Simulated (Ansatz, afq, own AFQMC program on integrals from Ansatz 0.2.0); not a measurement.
**AlH⁻, doublet in aug-cc-pVDZ, levels against full CI**

```json
{"atom": "Al", "x (Å)": "0.0000", "y (Å)": "0.0000", "z (Å)": "0.0000"}
{"atom": "H", "x (Å)": "0.0000", "y (Å)": "0.0000", "z (Å)": "3.1940"}
```

Basis aug-cc-pVDZ. Only valence electrons are correlated. Integrals, coupled cluster, full CI and functionals: Ansatz 0.2.0; the random walks run on the same integrals in our own AFQMC program. The CISD trial takes its coefficients from CCSD amplitudes. Released means that phaseless walkers are propagated on without the constraint, phases kept. Uncertainties: one standard error, sampling alone.

Determinant: ROHF, the one that the program's search chose, which needn't be the lowest solution. The geometry is a point of a scan.

Full CI on the same integrals is exact in this basis and with this determinant's frozen core.

Cautions: raised T1 diagnostic (T1 0.045, weight of the determinant 0.86, largest double 0.09); the released energies are still falling, so no released level is given (meV from the phaseless value at times in 1/Eh: 3 ± 3 at 0.24, -6 ± 3 at 0.51, -7.9 ± 1.6 at 0.99, -11.7 ± 1.5 at 1.62, -13.3 ± 2.2 at 2.40).

The T1 diagnostic is 0.0445. The weight of the determinant in the CISD state is 0.864. The size of the correlated space is 5 electrons in 31 orbitals.

Reference: full CI, correlation energy -2.627 eV.

```json
{"level": "HF", "E − E(reference) (kJ/mol)": "253.5", "share of correlation (%)": "0.00"}
{"level": "MP2", "E − E(reference) (kJ/mol)": "85.3", "share of correlation (%)": "66.37"}
{"level": "CCSD", "E − E(reference) (kJ/mol)": "11.7", "share of correlation (%)": "95.39"}
{"level": "CCSD(T)", "E − E(reference) (kJ/mol)": "4.0", "share of correlation (%)": "98.41"}
{"level": "CCSDT", "E − E(reference) (kJ/mol)": "0.5", "share of correlation (%)": "99.80"}
{"level": "CCSDT(Q)", "E − E(reference) (kJ/mol)": "0.1", "share of correlation (%)": "99.96"}
{"level": "CCSDTQ", "E − E(reference) (kJ/mol)": "0.0", "share of correlation (%)": "100.00"}
{"level": "ph-AFQMC/HF", "E − E(reference) (kJ/mol)": "3.9 ± 2.1", "share of correlation (%)": "98.44"}
{"level": "ph-AFQMC/CISD", "E − E(reference) (kJ/mol)": "2.2 ± 0.2", "share of correlation (%)": "99.14"}
```

CCSDT and higher add their correlation energy to the determinant of the CCSD(T) run, since their own runs factorise the integrals more tightly (a shift of under 2 meV). A walk keeps the symmetry of its determinant, which the program's search chose and which needn't be the lowest solution, so a lower state of the same spin and another symmetry isn't excluded.
